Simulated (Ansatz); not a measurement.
# Nudged elastic band run: CH4NSi

input.yaml

```yaml
crystal:
  periodic: [false, false, false]
  atoms:
    - { symbol: "N", position_ang: [-1.022162, 0.434268, -0.383262] }
    - { symbol: C, position_ang: [0.154736, 0.119921, 0.193629] }
    - { symbol: Si, position_ang: [1.157588, -1.396177, -0.300162] }
    - { symbol: H, position_ang: [-1.409481, -0.172738, -1.113655] }
    - { symbol: H, position_ang: [-1.565182, 1.26378, -0.135865] }
    - { symbol: H, position_ang: [0.456581, 0.858386, 0.962054] }
    - { symbol: H, position_ang: [2.227911, -1.10743, 0.777261] }
magnetization:
  spin_polarized: true
  initial_magnetization: 1
basis:
  gaussian: { orbitals: def2-SVP }
hamiltonian:
  xc: pbe
neb:
  order_check: false
  images: 5
  f_tol: 0.05
  max_iterations: 60
  initial_path: linear
  final_atoms:
    - { symbol: "N", position_ang: [-0.80848122, 0.32071652, -0.31344267] }
    - { symbol: C, position_ang: [0.28185453, 0.39228059, 0.47216312] }
    - { symbol: Si, position_ang: [1.70285429, -0.83905154, 0.54319837] }
    - { symbol: H, position_ang: [-0.90267335, -0.47604808, -0.95167581] }
    - { symbol: H, position_ang: [-1.55756393, 1.01968082, -0.31139696] }
    - { symbol: H, position_ang: [0.27764763, 1.2926453, 1.11877143] }
    - { symbol: H, position_ang: [1.00635305, -1.71021362, -0.55761748] }
```

Command:

```bash
$ ansatz run input.yaml --threads 1 --pin off --max-ram 2048MiB --backend cpu --events-out ev --progress --plain --runs-dir out
```

Output, in part (warnings, iteration lines, the closing report on the highest movable image, with atoms numbered from 0):

```
NEB end point (image 0): max|allowed force component| = 9.231e-3 eV/Å (the criterion of neb.relax_end_points is 1.000e-2)
NEB end point (image 6): max|allowed force component| = 7.167e-3 eV/Å (the criterion of neb.relax_end_points is 1.000e-2)
NEB iter   1: max|band force component| = 8.680e-1 eV/Å  barrier→ = 0.5507 eV  barrier← = 0.5913 eV  Δτ_max = 0.0684 Å  (396 SCF iters)
NEB iter   2: max|band force component| = 4.466e-1 eV/Å  barrier→ = 0.5463 eV  barrier← = 0.5868 eV  CI = image 3  Δτ_max = 0.0580 Å  (178 SCF iters)
NEB iter   3: max|band force component| = 1.229e-1 eV/Å  barrier→ = 0.5388 eV  barrier← = 0.5794 eV  CI = image 3  Δτ_max = 0.0268 Å  (182 SCF iters)
NEB iter   4: max|band force component| = 8.525e-2 eV/Å  barrier→ = 0.5377 eV  barrier← = 0.5783 eV  CI = image 3  Δτ_max = 0.0125 Å  (179 SCF iters)
NEB iter   5: max|band force component| = 3.632e-2 eV/Å  barrier→ = 0.5373 eV  barrier← = 0.5778 eV  CI = image 3  Δτ_max = 0.0000 Å  (455 SCF iters)
Total energy: -10455.14325695 eV, -384.2194279423 hartree
Atom 0 at    -1.033423     0.240552     0.013988 Å, force     0.024390    -0.023201    -0.021598 eV/Å
Atom 1 at     0.287904     0.380765    -0.032521 Å, force     0.000123     0.030989     0.015137 eV/Å
Atom 2 at     1.530463    -0.818697    -0.806362 Å, force     0.001610    -0.002446    -0.019604 eV/Å
Atom 3 at    -1.449699    -0.661575    -0.249976 Å, force    -0.017644     0.008698     0.009025 eV/Å
Atom 4 at    -1.675265     0.992098     0.291865 Å, force    -0.003918    -0.006069     0.003984 eV/Å
Atom 5 at     0.590389     1.413697     0.253514 Å, force    -0.001139    -0.002842    -0.000388 eV/Å
Atom 6 at     1.749622    -1.546830     0.529492 Å, force    -0.003422    -0.005127     0.013443 eV/Å
Dipole moment:    -0.970968     0.485024     0.360359 e Å
```

The run converged. Another band between the same ends (5 images) ends at a top of the same energy, where a vibrational analysis finds 1 clearly imaginary mode.

Final band (atoms are numbered from 1 in the order of the input):

```csv
image,path coordinate (Å),energy (kJ/mol),dihedral N1–C2–Si3–H7 (°)
0,0.00,0.0,-177
1,0.54,3.7,-150
2,1.07,24.3,-123
3,1.61,51.8,-93
4,2.14,23.5,-58
5,2.66,3.0,-29
6,3.18,-3.9,0
```

The run took 54 s on 1 thread of Intel(R) Xeon(R) Platinum 8488C (Sapphire Rapids), with other jobs on the host, peak memory 0.15 GiB.
